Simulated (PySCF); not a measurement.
Work out the structure from these simulated measurements.

Elements present: C, H and O. Monoisotopic mass: 70.0419 u.

| Item | Value |
| --- | --- |
| NMR, other nuclei | isotropic shieldings of nuclei other than C and H, by class: 285 (1 O) ppm [GIAO PBE0/pcSseg-1] |
| Dipole | 1.57 D [PBE0/pcSseg-1] |
| 1H NMR | chemical shifts (computed TMS as zero) by class: 6.28 (1 H), 5.62 (2 H), 3.42 (3 H) ppm [GIAO PBE0/pcSseg-1] |
| Couplings | largest of the computed one-bond spin–spin couplings (means over like bonds): 13C–1H +186.9, 13C–1H +179.1 (×2), 13C–1H +147.5 (×3), 13C–13C +135.7, 13C–13C +117.2, 17O–13C +23.1, 17O–13C +22.4 Hz [B3LYP/pcJ-1, spin–dipole term left out] |
| Rotational structure | rotational constants A, B, C: 34.719, 2.290, 2.230 GHz [PBE0-D3(BJ)/def2-SVP] |
| 13C NMR | chemical shifts (computed TMS as zero) by class: 218.8 (1 C), 127.9 (1 C), 93.5 (1 C), 59.2 (1 C) ppm [GIAO PBE0/pcSseg-1] |

Electronic properties: PySCF, gas phase, density fitting. Levels stand in brackets. The structure is a single PBE0-D3(BJ)/def2-SVP conformer in the gas phase; no vibrational or solvent corrections. Each NMR value is the plain mean over a class of atoms that symmetry, rotation or inversion makes alike.

Task: Which formula fits the mass and the elements?

Result: C4H6O (calculated 70.0419). No other formula that holds each of these elements comes within 0.0003 u with a fitting electron parity and a possible valence count.

Task: Give a SMILES that accounts for the data.

Result: Numbering: `[CH2:1]=[C:2]=[CH:3][O:4][CH3:5]`. Its formula, C4H6O, gives 2 degrees of unsaturation: 0 rings and 2 π bonds in the structure found. 4 carbons fall into 4 classes; from least to most shielded: central carbon of cumulated double bonds [C2] (218.8 ppm), outer carbon of cumulated double bonds [C3] (127.9 ppm), outer carbon of cumulated double bonds [C1] (93.5 ppm), methoxy carbon [C5] (59.2 ppm). Hydrogen classes from least to most shielded: 1 H on an outer carbon of cumulated double bonds, C3 (6.28 ppm), 2 H on an outer carbon of cumulated double bonds, C1 (5.62 ppm), 3 H on a methoxy carbon, C5 (3.42 ppm). The other shieldings belong to: 285 ppm, ether oxygen [O4]. The couplings run between: +186.9 Hz, outer carbon of cumulated double bonds [C3] and its hydrogen; +179.1 Hz, outer carbon of cumulated double bonds [C1] and its hydrogen (with 1 like pair); +147.5 Hz, methoxy carbon [C5] and its hydrogen (with 2 like pairs); +135.7 Hz, central carbon of cumulated double bonds [C2] and outer carbon of cumulated double bonds [C3]; +117.2 Hz, outer carbon of cumulated double bonds [C1] and central carbon of cumulated double bonds [C2]; +23.1 Hz, ether oxygen [O4] and outer carbon of cumulated double bonds [C3]; +22.4 Hz, ether oxygen [O4] and methoxy carbon [C5]. The optimised geometry has point group C1 and is an asymmetric top. Structure: `O(C=C=C)C`. Computed isomers that give other values at the same levels: `C=COC=C` (13C chemical shifts (computed TMS as zero) by class: 156.5 (2 C), 95.7 (2 C) ppm). The assignments are read from this structure; whether some other isomer fits the data as well wasn't checked.

The values belong to the conformer `[CH2:1]=[C:2]=[CH:3][O:4][CH3:5]`: C2–C3–O4–C5 -161°.
